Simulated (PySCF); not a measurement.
**Relaxation of triplet SiF(OH)**

These are results of PySCF, UPBE0, basis Si def2-TZVP, F def2-TZVP, O def2-TZVP, H def2-TZVP (no relativity, density fitting), not measurements. A (50,194) grid was used.

A hand-made bent (heavy-atom frame) start, with no symmetry imposed:

Coordinates in bohr (charge 0 multiplicity 3):
```
Si   -0.0760   -0.0219   -1.1055
F     2.7104   -0.0219    0.8455
O    -2.8469   -0.0219    0.8347
H    -3.8021    1.3678    1.5035
```

At each step, columns x, y, z (Å) and Fx, Fy, Fz (eV/Å):

```
step 0  E − E(last) = 80.62 kJ/mol
Si  -0.040  -0.012  -0.585   0.143   0.497   4.296
F    1.434  -0.012   0.447  -2.839  -0.031  -2.206
O   -1.507  -0.012   0.442   2.185  -0.979  -1.645
H   -2.012   0.724   0.796   0.511   0.512  -0.444
step 1  E − E(last) = 4.98 kJ/mol
Si  -0.050   0.029  -0.451  -0.317   0.199   0.756
F    1.344  -0.017   0.382  -0.499   0.003  -0.278
O   -1.465  -0.051   0.428   0.201   0.080  -0.086
H   -1.954   0.728   0.741   0.616  -0.282  -0.393
step 2  E − E(last) = 1.72 kJ/mol
Si  -0.074   0.038  -0.440  -0.086   0.147  -0.585
F    1.278  -0.002   0.391   0.570  -0.028   0.312
O   -1.449  -0.075   0.420  -0.637  -0.068   0.390
H   -1.879   0.728   0.729   0.153  -0.051  -0.116
step 3  E − E(last) = 0.27 kJ/mol
Si  -0.080   0.062  -0.433   0.300   0.028  -0.005
F    1.308  -0.018   0.383  -0.141   0.014  -0.088
O   -1.456  -0.086   0.446  -0.256   0.000   0.118
H   -1.896   0.730   0.704   0.096  -0.042  -0.025
step 4  E − E(last) = 0.12 kJ/mol
Si  -0.077   0.045  -0.436  -0.181   0.025   0.048
F    1.300   0.000   0.389   0.008  -0.019   0.025
O   -1.483  -0.094   0.423   0.124   0.056  -0.022
H   -1.866   0.737   0.723   0.049  -0.062  -0.052
step 5  E − E(last) = 0.00 kJ/mol
Si  -0.079   0.057  -0.435  -0.037   0.003   0.014
F    1.298  -0.008   0.387   0.013  -0.005   0.002
O   -1.470  -0.094   0.437   0.026  -0.022  -0.028
H   -1.873   0.734   0.710  -0.001   0.024   0.011
step 6  E − E(last) = 0.00 kJ/mol
Si  -0.081   0.055  -0.435   0.027   0.005  -0.008
F    1.298  -0.006   0.388  -0.011  -0.007  -0.007
O   -1.472  -0.095   0.434  -0.021   0.011   0.013
H   -1.870   0.735   0.712   0.005  -0.009   0.002
step 7  E − E(last) = 0.00 kJ/mol
Si  -0.080   0.056  -0.435  -0.001   0.004  -0.001
F    1.298  -0.007   0.388  -0.001  -0.007  -0.002
O   -1.472  -0.095   0.435  -0.001   0.003  -0.002
H   -1.870   0.735   0.712   0.002   0.000   0.005
```

It ends at C1 with O–H 0.961 Å, Si–F 1.606 Å, Si–O 1.648 Å; F–Si–O 116.7°, H–O–Si 115.1° (after a last refinement on a finer grid). A frequency run shows a minimum. Other isomers or separated fragments may lie lower.

At this level a singlet minimum of Cs symmetry lies 269 kJ/mol below this structure.

The relaxation took 8.6 s on 4 threads of a shared Arm Neoverse V1 host, with 105 basis functions and 8 gradients; the process peaked at 0.64 GiB. Launch command: `OMP_NUM_THREADS=4 python axn.py task.json out`.
